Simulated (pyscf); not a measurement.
H₃C–SnH₂–NH₂ + hydrogen (H₂) -> H₃C–SnH₃ + ammonia (NH₃) (four-centre exchange; singlet surface; N–Sn, H–H broken, H–Sn, H–N formed). Structures and frequencies: ωB97X-D3(BJ)/def2-SVP in PySCF. Energies in kcal/mol from the separated reactants.

```csv
level,barrier,reaction energy
ωB97X-D3(BJ)/def2-TZVP,34.2,-5.4
PBE/def2-TZVP,28.8,-7.2
B3LYP-D3(BJ)/def2-TZVP,32.8,-6.5
PBE0-D3(BJ)/def2-TZVP,30.4,-7.6
ωB97M-D3(BJ)/def2-TZVP,33.9,-7.6
HF/def2-TZVP,46.1,-10.4
```

The functionals in the table span 5.4 kcal/mol in this barrier, from PBE to ωB97X-D3(BJ). On the product side the descent ends in a complex (not fully relaxed), 4.2 kcal/mol under the separated species and 43.8 kcal/mol under the saddle at ωB97X-D3(BJ)/def2-TZVP. At the saddle there is also a short H–Sn contact that neither side keeps. This is the saddle that the search found; another between the same sides may lie lower. Elements past Kr carry the def2 core potentials, without spin-orbit coupling.
